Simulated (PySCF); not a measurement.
C2H6S. Atoms are numbered in the order given.

```xyz
9

C      1.3786     0.0000     0.5123
S      0.0000     0.0000    -0.6595
C     -1.3786     0.0000     0.5123
H      1.3584    -0.8935     1.1392
H      2.2962     0.0000    -0.0763
H      1.3584     0.8935     1.1392
H     -1.3584    -0.8935     1.1392
H     -2.2962     0.0000    -0.0763
H     -1.3584     0.8935     1.1392
```
Charge 0, spin multiplicity 1.

Geometry optimised at TPSSh-D3(BJ)/def2-TZVP.

These are TPSSh-D3(BJ)/def2-TZVP (PySCF) values and carry that method's errors.

Frequencies are harmonic and unscaled.

Task: List the normal modes with their intensities. (An estimate is asked for; the answer gives what the named calculation found.)

Result: 
```json
[
 {"mode": "1", "ν (cm⁻¹)": "180", "IR (km/mol)": "1.1", "moving atoms (share of kinetic energy)": "H 91 %"},
 {"mode": "2", "ν (cm⁻¹)": "184", "IR (km/mol)": "0.0", "moving atoms (share of kinetic energy)": "H 97 %"},
 {"mode": "3", "ν (cm⁻¹)": "254", "IR (km/mol)": "0.1", "moving atoms (share of kinetic energy)": "C 46 %, H 36 %, S 18 %"},
 {"mode": "4", "ν (cm⁻¹)": "692", "IR (km/mol)": "3.1", "moving atoms (share of kinetic energy)": "C 62 %, S 24 %, H 14 %"},
 {"mode": "5", "ν (cm⁻¹)": "743", "IR (km/mol)": "0.1", "moving atoms (share of kinetic energy)": "C 55 %, S 36 %, H 9 %"},
 {"mode": "6", "ν (cm⁻¹)": "907", "IR (km/mol)": "0.1", "moving atoms (share of kinetic energy)": "H 85 %, C 15 %"},
 {"mode": "7", "ν (cm⁻¹)": "949", "IR (km/mol)": "0.0", "moving atoms (share of kinetic energy)": "H 86 %, C 14 %"},
 {"mode": "8", "ν (cm⁻¹)": "987", "IR (km/mol)": "4.8", "moving atoms (share of kinetic energy)": "H 81 %, C 15 %"},
 {"mode": "9", "ν (cm⁻¹)": "1053", "IR (km/mol)": "10.9", "moving atoms (share of kinetic energy)": "H 70 %, C 23 %"},
 {"mode": "10", "ν (cm⁻¹)": "1342", "IR (km/mol)": "7.8", "moving atoms (share of kinetic energy)": "H 86 %, C 14 %"},
 {"mode": "11", "ν (cm⁻¹)": "1367", "IR (km/mol)": "1.4", "moving atoms (share of kinetic energy)": "H 86 %, C 14 %"},
 {"mode": "12", "ν (cm⁻¹)": "1472", "IR (km/mol)": "0.0", "moving atoms (share of kinetic energy)": "H 95 %"},
 {"mode": "13", "ν (cm⁻¹)": "1482", "IR (km/mol)": "13.3", "moving atoms (share of kinetic energy)": "H 95 %"},
 {"mode": "14", "ν (cm⁻¹)": "1489", "IR (km/mol)": "16.2", "moving atoms (share of kinetic energy)": "H 95 %"},
 {"mode": "15", "ν (cm⁻¹)": "1496", "IR (km/mol)": "0.2", "moving atoms (share of kinetic energy)": "H 96 %"},
 {"mode": "16", "ν (cm⁻¹)": "3025", "IR (km/mol)": "36.4", "moving atoms (share of kinetic energy)": "H 98 %"},
 {"mode": "17", "ν (cm⁻¹)": "3028", "IR (km/mol)": "31.6", "moving atoms (share of kinetic energy)": "H 98 %"},
 {"mode": "18", "ν (cm⁻¹)": "3096", "IR (km/mol)": "38.9", "moving atoms (share of kinetic energy)": "H 90 %, C 10 %"},
 {"mode": "19", "ν (cm⁻¹)": "3103", "IR (km/mol)": "0.0", "moving atoms (share of kinetic energy)": "H 90 %, C 10 %"},
 {"mode": "20", "ν (cm⁻¹)": "3125", "IR (km/mol)": "13.6", "moving atoms (share of kinetic energy)": "H 91 %, C 9 %"},
 {"mode": "21", "ν (cm⁻¹)": "3126", "IR (km/mol)": "4.7", "moving atoms (share of kinetic energy)": "H 91 %, C 9 %"}
]
```
